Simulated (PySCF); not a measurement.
# C5H6P−: electronic excitations and core binding energies

Wanted: the electronic excitations and core binding energies of C5H6P− (`C#C[P-]C1CC1`), by calculation.

Programs: PySCF 2.14.0, with density-fitted response routines of our own. Each step states its level of theory. These are calculated values for one molecule in the gas phase, unless marked as measured. Atoms are numbered from 0 throughout.

### 1 The starting structure

12 atoms, charge -1, multiplicity 1; geometry from: GFN2-xTB.

Bonds of the start (Å): C0–C1 1.21, C1–P2 1.73, P2–C3 1.85, C3–C4 1.50, C4–C5 1.50, C5–C3 1.50, C0–H6 1.05, C3–H7 1.09, C4–H8 1.08, C4–H9 1.09, C5–H10 1.08, C5–H11 1.09.

### 2 Excited states and response: PBE0/def2-SVPD

What the job is given:

```
{"job": {"kind": "uv", "xc": "PBE0", "basis": "def2-SVPD", "nstates": 8, "ntriplets": 3}, "charge": -1, "multiplicity": 1}
C      2.693511    -0.150024    -0.224959
C      1.768623    -0.738721     0.290411
P      0.570768    -1.687462     1.108636
C     -0.888709    -0.625804     0.697615
C     -1.073460     0.080243    -0.612569
C     -0.852336     0.872288     0.641991
H      3.461141     0.380577    -0.713084
H     -1.788511    -1.061840     1.130670
H     -0.257313     0.040448    -1.320158
H     -2.057676     0.099307    -1.069544
H      0.108868     1.352304     0.759545
H     -1.683709     1.437998     1.050137
```

Method: TDDFT PBE0/def2-SVPD, vertical, gas phase, core orbitals frozen in the response.

The run is started by

```console
$ OMP_NUM_THREADS=1 python probes_run.py task.json out
```

This one command runs all jobs of the session in turn.

**Question.** This job is followed by: delta-SCF UKS SCAN, pcX-2 on the ionised atom, pcseg-1 elsewhere, spin-free X2C. What will the session give for the following? lowest singlet (PBE0/def2-SVPD); brightest single state of those computed; lowest triplet; C1s binding energies, SCAN/pcX-2; P1s binding energies, SCAN/pcX-2; P2p binding energies, SCAN/pcX-2.

**Answer**, as computed:

| quantity | value |
| --- | --- |
| lowest singlet (PBE0/def2-SVPD) | 2.84 eV (436 nm), f = 0.007 |
| brightest single state of those computed | state 8, 4.67 eV, f = 0.110 |
| lowest triplet | 2.63 eV |
| C1s binding energies, SCAN/pcX-2 | C4 285.82, C3 285.53, C1 284.59, C0 283.81 eV |
| P1s binding energies, SCAN/pcX-2 | P2 2142.87 eV |
| P2p binding energies, SCAN/pcX-2 | P2 129.62 eV |

The lowest singlet, at 2.84 eV, is HOMO→LUMO 0.50, HOMO→LUMO+1 0.34 and is weak; of the 8 states computed, the strongest absorption comes from state 8 at 4.67 eV (the last computed, so partners may be missing). The lowest triplet lies 0.21 eV below the lowest singlet (triplets in Tamm-Dancoff, singlets in full TDDFT). The lowest singlet lies above −ε(HOMO); no detachment energy was computed, so the anion's states may not be bound. The C1s levels kept as sound span 2.01 eV, from C0 (terminal alkyne carbon) up to C4 (three-membered-ring carbon). At PBE0/def2-SVPD the HOMO lies above zero (+0.69 eV), as often for anions in the gas phase: self-interaction error lifts it, or the electron is held by the finite basis alone; counter-ions and solvent are missing.
